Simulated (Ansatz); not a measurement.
# Relative energies of C2H7NS isomers

2 of its isomers, all singlets with charge 0: A = `CNCS`; B = `CSCN`.

Shapes, held fixed at every level: PBE0-D4/def2-TZVP. Flexible molecules stand in one conformer, not always the lowest. Programs: Ansatz 0.2.0.

A:

```xyz
11

C    -0.5972    1.4533    0.1007
N    -0.4494    0.0916    0.5650
C     0.5906   -0.6268   -0.1172
S     0.7507   -2.2628    0.6611
H    -1.4261    1.9292    0.6270
H    -0.7792    1.5416   -0.9831
H     0.3096    2.0189    0.3319
H    -1.3209   -0.4181    0.4909
H     1.5259   -0.0734   -0.0005
H     0.4175   -0.7728   -1.1945
H     1.0440   -2.9378   -0.4604
```

B:

```xyz
11

C    -1.0271    1.1378   -0.6039
S     0.5416    1.2744    0.2604
C     0.6885   -0.4263    0.9096
N     0.8691   -1.4949   -0.0293
H    -0.9765    0.4172   -1.4227
H    -1.8329    0.8648    0.0812
H    -1.2482    2.1175   -1.0280
H    -0.1926   -0.6325    1.5218
H     1.5487   -0.3767    1.5807
H     0.0463   -1.6311   -0.6013
H     1.6483   -1.3073   -0.6478
```

Electronic energies in kJ/mol, without zero-point or thermal terms.

| level | kind | B − A |
| --- | --- | --- |
| SPW92/def2-TZVPP | LDA | -36.0 |
| PBE-D4/def2-TZVPP | GGA | -40.6 |
| r2SCAN0-D4/def2-TZVPP | global hybrid | -38.4 |
| wB97X-V/def2-TZVPP | range-separated hybrid | -34.6 |
| CCSD(T)/def2-SVP | coupled cluster or CI | -21.8 |
| CCSD/def2-TZVPP | coupled cluster or CI | -31.5 |
| CCSD(T)/CBS estimate | coupled cluster or CI | -36.4 |

The highest level, CCSD(T)/CBS estimate, puts B lowest of these. All levels agree on that. The B − A difference spans -40.6 to -21.8 kJ/mol over the levels. The CBS estimate extrapolates MP2 from def2-TZVPP and def2-QZVPP and adds CCSD(T) − MP2 in the triple-zeta set, cores frozen.
